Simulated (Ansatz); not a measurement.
The first iterations of a band of BClH4S (7 atoms, charge 0, multiplicity 1).

Level of theory: Ansatz 0.2.0, RKS B3LYP/def2-SVP.

```json
{
  "movable images": "7",
  "climbing image": "yes",
  "spring": "5.0 eV/Å²",
  "optimiser": "quadratic models (default)",
  "start path": "through a guess of the saddle point",
  "force threshold": "0.05 eV/Å",
  "iteration limit": "60",
  "end points": "relaxed"
}
```

Image 0:

```xyz
7
Properties=species:S:1:pos:R:3
B -0.012 0.035 0.088
H 0.237 0.617 1.117
H 0.848 0.000 -0.761
Cl -1.720 0.233 -0.533
S 0.171 -1.957 0.803
H -0.386 -2.633 -0.231
H -0.956 -2.046 1.550
```

Image 8:

```xyz
7
Properties=species:S:1:pos:R:3
B -0.011 -0.480 -0.954
H -0.381 -0.221 3.356
H 0.907 0.288 -1.037
Cl -1.603 0.015 -1.515
S 0.339 -2.087 -0.252
H -0.908 -2.611 -0.337
H -0.162 -0.656 2.771
```

| iteration | highest image above the first end (eV) | largest band force component (eV/Å) |
| --- | --- | --- |
| 1 | 3.628 | 6.859 |
| 2 | 2.081 | 3.387 |
| 3 | 1.185 | 1.750 |
| 4 | 1.133 | 1.692 |
| 5 | 1.002 | 2.734 |

Problem. Does the band converge within its limit, and where does its top end?

Solution. The forces met the threshold. It ended after 16 iterations with the highest image 0.897 eV above the first end. A vibrational analysis at the climbing image gives one clearly imaginary mode, 882i cm⁻¹: a first-order saddle point. The orbitals stay closed-shell, which can raise the energy where a bond breaks towards radicals; this wasn't checked here.

Run time: 3.9 min on 1 thread of Arm Neoverse V1 (shared host), peak memory 0.13 GiB.
